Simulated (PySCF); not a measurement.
Species: formyl chloride, CHClO.
InChI=1S/CHClO/c2-1-3/h1H

Method used: PBE0-D3(BJ)/def2-SVP geometry optimisation, gas phase (PySCF 2.14.0).

Take the most abundant isotopes and a rigid rotor. 

Problem. What are A, B and C (GHz)?

Solution. Ia = 6.38, Ib = 82.37, Ic = 88.75 u·Å²; 505379 MHz·u·Å²/I gives 79163, 6136 and 5694 MHz, that is A = 79.163, B = 6.1358, C = 5.6945 GHz.

Problem. Classify the top.

Solution. A near-prolate asymmetric top; Ray's κ = -0.988.

Problem. Is it planar, by Δ = Ic − Ia − Ib?

Solution. Planar: Δ = Ic − Ia − Ib = 0.00 u·Å². For a rigid frame Δ = −2 Σ m c², so it vanishes when all atoms lie in the ab plane; here none is more than 0.01 Å from it.

Problem. Where do the levels up to J = 3 lie, in MHz?

Solution. Above 0(0,0):
J = 1: 1(0,1) 11830, 1(1,1) 84858, 1(1,0) 85299
J = 2: 2(0,2) 35489, 2(1,2) 108077, 2(1,1) 109401, 2(2,1) 328484, 2(2,0) 328486
J = 3: 3(0,3) 70972, 3(1,3) 142905, 3(1,2) 145553, 3(2,2) 363975, 3(2,1) 363985, 3(3,1) 730218, 3(3,0) 730218
The levels of one J sum to (2J + 1)J(J + 1)(A + B + C)/3.

Problem. Which types of transition are allowed, and where do some lines up to J = 4 fall?

Solution. The dipole components are |μa| = 0.41 D, |μb| = 1.77 D, |μc| = 0.00 D; the mirror of this Cs structure is the ab plane, so μc vanishes by symmetry and there are no c-type lines. Intensities carry the squares of the components, which stand as 0.05 : 1.00 (a : b). Some lines, for components of 0.1 D or more:

| type | branch | J(Ka,Kc) | MHz | lower level (cm⁻¹) |
| --- | --- | --- | --- | --- |
| a | Q | 2(1,1) ← 2(1,2) | 1324 | 3.605 |
| a | Q | 3(1,2) ← 3(1,3) | 2648 | 4.767 |
| a | R | 3(0,3) ← 2(0,2) | 35483 | 1.184 |
| a | R | 3(1,2) ← 2(1,1) | 36152 | 3.649 |
| a | R | 4(0,4) ← 3(0,3) | 47301 | 2.367 |
| b | Q | 2(2,0) ← 2(1,1) | 219085 | 3.649 |
| b | Q | 4(2,3) ← 4(1,4) | 221955 | 6.316 |
| b | R | 2(2,1) ← 1(1,0) | 243185 | 2.845 |
| b | R | 4(2,3) ← 3(1,2) | 265742 | 4.855 |
| b | R | 4(3,2) ← 3(2,1) | 413558 | 12.141 |

PBE0-D3(BJ)/def2-SVP frequencies: not computed here. These are rigid-rotor constants of the computed structure; measured ground-state constants (B0) also hold zero-point vibration. Quadrupole hyperfine structure (35Cl) is left out.
